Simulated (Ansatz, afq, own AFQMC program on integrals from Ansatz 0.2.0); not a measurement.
**Al2, singlet, reference energies and how methods fare**

```xyz
2

Al    0.0000    0.0000    0.0000
Al    0.0000    0.0000    3.0310
```

Geometry: a PBE0/def2-TZVP stationary point, not shown to be a minimum. Basis cc-pVDZ. Noble-gas cores (and the filled d shells of Ga–Kr and In–Xe) are frozen. AFQMC by an in-house program on the Cholesky factors that Ansatz 0.2.0 writes for its CCSD(T) run. The CISD trial takes its coefficients from CCSD amplitudes. Released means that phaseless walkers are propagated on without the constraint, phases kept. ± is one standard error of the sampling.

Best estimates are CCSD(T) at the basis-set limit (def2-TZVPP/QZVPP) plus the step from CCSD(T) to the highest rung at hand in cc-pVDZ, named in the table (released AFQMC can keep some 10 meV of bias). No zero-point, core-correlation or spin–orbit terms. Other levels are in cc-pVDZ; a dash marks a level that is missing or breaks spin symmetry for a member.

Cautions: Al₂ (singlet): higher spins were not checked, restricted determinant unstable towards unrestricted (UHF 590 meV lower, ⟨S²⟩ 1.13), the released energy hasn't reached full CI (28 meV above it at 1.62 1/Eh, later times being too noisy to tell), so no released level is given (meV from the phaseless value at times in 1/Eh: -10 ± 8 at 0.24, -16 ± 7 at 0.51, -24 ± 7 at 0.99, -16 ± 8 at 1.62, -19 ± 14 at 2.40), CCSDTQ on the UHF determinant differs (230 meV lower), perhaps since the unrestricted series falls towards higher spin, its ph-AFQMC/CISD value lies 44 ± 7 meV above full CI; Al₂⁺ (doublet): unrestricted determinant slightly spin contaminated (⟨S²⟩ 0.81 against 0.75).

| process | CCSD(T) (eV) |
| --- | --- |
| to charge +1, doublet (vertical) | 5.45 |
| to free atoms | 0.87 |

Problem. From these values, estimate the best estimates.

Solution. 
```csv
process,best estimate (eV),highest rung
"to charge +1, doublet (vertical)",5.75,FCI
to free atoms,1.19,FCI
```

Errors against the best estimates in eV, in the same order:

```json
{"level": "MP2", "error, 1": "-0.51", "error, 2": "-0.46"}
{"level": "CCSD(T)", "error, 1": "-0.29", "error, 2": "-0.32"}
{"level": "ph-AFQMC/CISD", "error, 1": "-0.30 ± 0.009", "error, 2": "-0.32 ± 0.007"}
{"level": "CCSD(T)/CBS", "error, 1": "-0.03", "error, 2": "-0.04"}
```

Cost at the first geometry: PBE0/cc-pVDZ, 7 s on 1 thread of Arm Neoverse V2, with other jobs on the host; RCCSD(T)/cc-pVDZ, 0.39 s on 1 thread of Arm Neoverse V2 (shared host); CCSDT(Q), 0.99 s on 1 thread of Arm Neoverse V2 (shared host); ph-AFQMC/CISD with release, 98 s on 1 thread of Arm Neoverse V2, on a shared host.

Best estimates are given only where the step beyond CCSD(T) is under 0.3 eV and no member's determinant is very poor (T1 over 0.05, or 0.07 for open shells, ⟨S²⟩ too high by 0.3, two states mixed), so the hardest cases are missing from such tables.

The functionals ran in a triple-zeta set and keep a basis error of their own, a few kJ/mol for each bond in atomization energies and more for double hybrids, so close places among them and the extrapolated levels can swap.

CCSDT and higher add their correlation energy to the determinant of the CCSD(T) run, since their own runs factorise the integrals more tightly (a shift of under 2 meV). Each member of a difference takes its own highest rung, so a best estimate needn't equal the limit plus the step of one row. A walk keeps the symmetry of its determinant, which the program's search chose and which needn't be the lowest solution, so a lower state of the same spin and another symmetry isn't excluded.
